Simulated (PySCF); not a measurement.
Method: PySCF energies plus ideal-gas RRHO corrections (1 bar). Table values come from the NASA 1993 polynomials. 6-31G* has spherical d functions here. Open shells (unrestricted): AlO (multiplicity 2). B3LYP is the form with VWN-RPA correlation. The harmonic model lacks anharmonicity and excited electronic states, which grow with temperature; levels with a mode under 35 cm⁻¹ are left out. The table's entry may be an old estimate for AlO (not checked at source).

Harmonic frequencies at B3LYP/6-31G* (cm⁻¹): 945. Point group C∞v; S°(298 K) = 218.6 J/mol/K at this level.

Problem. Work out Cp and S° of gaseous AlO at 500, 800, 1200, 1600, 2000 K from these, and set them beside the table.

Solution. 
```json
[
 {"T (K)": "500", "Cp B3LYP/6-31G*": "33.7", "Cp table": "33.7", "S° B3LYP/6-31G*": "235.3", "S° table": "235.1"},
 {"T (K)": "800", "Cp B3LYP/6-31G*": "35.7", "Cp table": "36.0", "S° B3LYP/6-31G*": "251.7", "S° table": "251.5"},
 {"T (K)": "1200", "Cp B3LYP/6-31G*": "36.6", "Cp table": "39.0", "S° B3LYP/6-31G*": "266.3", "S° table": "266.6"},
 {"T (K)": "1600", "Cp B3LYP/6-31G*": "36.9", "Cp table": "42.3", "S° B3LYP/6-31G*": "276.9", "S° table": "278.3"},
 {"T (K)": "2000", "Cp B3LYP/6-31G*": "37.1", "Cp table": "44.8", "S° B3LYP/6-31G*": "285.2", "S° table": "288.0"}
]
```
Units J/mol/K.
